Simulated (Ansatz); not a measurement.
We consider fcc Rh, described by LDA (Ansatz, a first-principles code, plane waves, PAW).

Settings: plane-wave cutoff 520 eV, 18×18×18 k mesh, Fermi–Dirac smearing 0.1 eV, perturbation theory, force constants from a 6×6×6 q mesh, no spin polarisation, scalar-relativistic PAW data made under PBE.

Computed at the level's own relaxed cell. Harmonic vibrational thermodynamics at fixed volume:

| T (K) | S_vib (J/K per mol of atoms) | C_V (J/K per mol of atoms) | F_vib (eV/atom) |
|---|---|---|---|
| 0 | 0.00 | 0.00 | 0.0345 |
| 300 | (withheld) | (withheld) | (withheld) |
| 500 | (withheld) | (withheld) | (withheld) |
| 600 | (withheld) | (withheld) | (withheld) |
| 800 | (withheld) | (withheld) | (withheld) |
| 900 | (withheld) | (withheld) | (withheld) |
| 1000 | (withheld) | (withheld) | (withheld) |

Problem. Some entries are withheld; supply them.

Solution. 
- 300, S_vib (J/K per mol of atoms): 29.40
- 300, C_V (J/K per mol of atoms): 23.30
- 300, F_vib (eV/atom): -0.0086
- 500, S_vib (J/K per mol of atoms): 41.61
- 500, C_V (J/K per mol of atoms): 24.33
- 500, F_vib (eV/atom): -0.0832
- 600, S_vib (J/K per mol of atoms): 46.06
- 600, C_V (J/K per mol of atoms): 24.52
- 600, F_vib (eV/atom): -0.1287
- 800, S_vib (J/K per mol of atoms): 53.14
- 800, C_V (J/K per mol of atoms): 24.70
- 800, F_vib (eV/atom): -0.2318
- 900, S_vib (J/K per mol of atoms): 56.06
- 900, C_V (J/K per mol of atoms): 24.75
- 900, F_vib (eV/atom): -0.2884
- 1000, S_vib (J/K per mol of atoms): 58.67
- 1000, C_V (J/K per mol of atoms): 24.79
- 1000, F_vib (eV/atom): -0.3479

The crystal is taken as a harmonic solid at every temperature: melting, phase changes and thermal expansion are not seen, nor the electrons' share in a metal.
